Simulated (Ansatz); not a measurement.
Be₂H, doublet in cc-pVDZ: errors against full CI

Geometry: a point of a stretch scan, not a stationary point.

```yaml
atoms:
  - { symbol: Be, position_ang: [0.0000, 0.0000, 0.0031] }
  - { symbol: Be, position_ang: [0.0000, 0.0000, -2.1452] }
  - { symbol: H, position_ang: [0.0000, 0.0000, 2.1421] }
```

Basis cc-pVDZ; Ansatz 0.2.0. Only valence electrons are correlated (noble-gas cores frozen), which leaves 5 electrons in 31 orbitals. Prefix R: restricted or restricted open-shell reference; prefix U: unrestricted. Active spaces: valence = (5e, 9o) chosen from the atoms' valence shells; pair = (3e, 3o) about the gap.

Full CI is exact within this basis and frozen core; it isn't the basis-set limit. The frozen core follows each run's orbitals, which can shift R against U totals by a few meV.

Unrestricted rows (U) aren't spin-pure: their determinants' ⟨S²⟩ exceeds S(S+1) by up to 0.11, so they mix in states of higher spin. For open shells CISD is restricted-active-space CI with the open shells as a complete middle space.

The UHF ⟨S²⟩ is 0.861, the T1 diagnostic (RCCSD) is 0.0376 and the largest doubles amplitude (RCCSD) is 0.106. The T1 diagnostic (UCCSD) is 0.0524.

```
                     level  E − E(full CI) (kcal/mol)  share of correlation (%)  wall time
                       RHF                      55.62                      0.00          –
                       UHF                      54.45                      2.09          –
                      RMP2                      19.44                     65.04          –
                      UMP2                      20.70                     62.78          –
                      CISD                       4.54                     91.84     0.75 s
                     RCCSD                       2.13                     96.18          –
                     UCCSD                       1.95                     96.50          –
                  RCCSD(T)                       0.76                     98.63      1.1 s
                  UCCSD(T)                       0.69                     98.75      1.1 s
                   BCCD(T)                       0.72                     98.71      1.2 s
                    RCCSDT                       0.12                     99.79          –
                    UCCSDT                       0.09                     99.83          –
                 RCCSDT(Q)                       0.04                     99.93      4.4 s
                 UCCSDT(Q)                       0.03                     99.95      4.3 s
       CASSCF (pair space)                      38.04                     31.60          –
       NEVPT2 (pair space)                      14.26                     74.37     0.57 s
       MRCISD (pair space)                       2.41                     95.67          –
     MRCISD+Q (pair space)                      -0.22                    100.40      1.1 s
    CASSCF (valence space)                      14.34                     74.21          –
    NEVPT2 (valence space)                       5.32                     90.44        3 s
NEVPT4(SD) (valence space)                       1.45                     97.40        5 s
    MRCISD (valence space)                       0.81                     98.55          –
  MRCISD+Q (valence space)                       0.55                     99.02      5.5 s
```

The correlation energy at full CI, counted from RHF, is -2.412 eV. That run took 7.5 s on 1 thread of Arm Neoverse V1, shared host over 528,487 determinants.

Times hold each run's SCF and search for its determinant on a shared host, so for small cases they say little of a method's own cost; they ran on 1 thread of Arm Neoverse V1.

More than 5 meV below full CI, which no variational method can be: MRCISD+Q (pair space).

The full-CI state has the irrep A1 of C2v, in the program's axes (one component, if the state is degenerate).

Natural occupations of full CI about the gap: 1.902 1.877 0.980 0.090 0.041 0.041 0.013 0.013 0.013 0.008; effectively unpaired electrons, Σ n²(2−n)², 1.13.
